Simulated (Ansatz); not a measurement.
`N[SiH]` + CH₃SH → `CS[SiH]` + NH₃ at 700 K and 1 bar (ligand exchange at the Si–N bond).

Program: Ansatz. Geometries: PBE0-D4/def2-TZVP. ΔE: electronic, gas phase. CBS: MP2 limit from def2 TZ/QZ plus the TZ coupled-cluster correction, frozen cores. This one scheme is used for every species.

```json
{"species": "`N[SiH]`", "CCSD(T)/CBS energy (Eh)": "-345.56329", "H − E (kJ/mol)": "124.5", "S (J/(mol·K))": "297.7"}
{"species": "CH₃SH", "CCSD(T)/CBS energy (Eh)": "-438.22835", "H − E (kJ/mol)": "160.2", "S (J/(mol·K))": "309.0"}
{"species": "`CS[SiH]`", "CCSD(T)/CBS energy (Eh)": "-727.28803", "H − E (kJ/mol)": "174.1", "S (J/(mol·K))": "371.9"}
{"species": "NH₃", "CCSD(T)/CBS energy (Eh)": "-56.50880", "H − E (kJ/mol)": "116.9", "S (J/(mol·K))": "226.5"}
```

H − E and S are ideal-gas, rigid-rotor, harmonic terms from PBE0-D4/def2-TZVP. 1 Eh = 2625.50 kJ/mol, R = 8.31446 J/(mol·K).

Problem. By hand: ΔE, ΔH, ΔS and ΔG.

Solution. ΔE = (-727.28803) + (-56.50880) − (-345.56329) − (-438.22835) = -0.00519 Eh = -13.6 kJ/mol. Δ(H − E) = 174.1 + 116.9 − 124.5 − 160.2 = 6.3, so ΔH = -7.3 kJ/mol. ΔS = 371.9 + 226.5 − 297.7 − 309.0 = -8.3 J/(mol·K). ΔG = -7.3 − 700 × (-8.3)/1000 = -1.5 kJ/mol.

Problem. By hand: the equilibrium constant, and the temperature at which ΔG would vanish if ΔH and ΔS stayed fixed.

Solution. log₁₀ K = −ΔG/(RT ln 10) = 0.1. ΔG = 0 at ΔH/ΔS = 880 K, though so small a ΔH makes that figure unsure.

TΔS isn't small against ΔH here. The sign of ΔG lies within the doubt. A doubt of 5 kJ/mol in ΔE shifts log₁₀ K by 0.4 here. These are equilibria of isolated gas molecules and say nothing of rates. Largest T1 diagnostic: 0.016 (customary marks: 0.02 for closed shells, 0.045 for open ones).
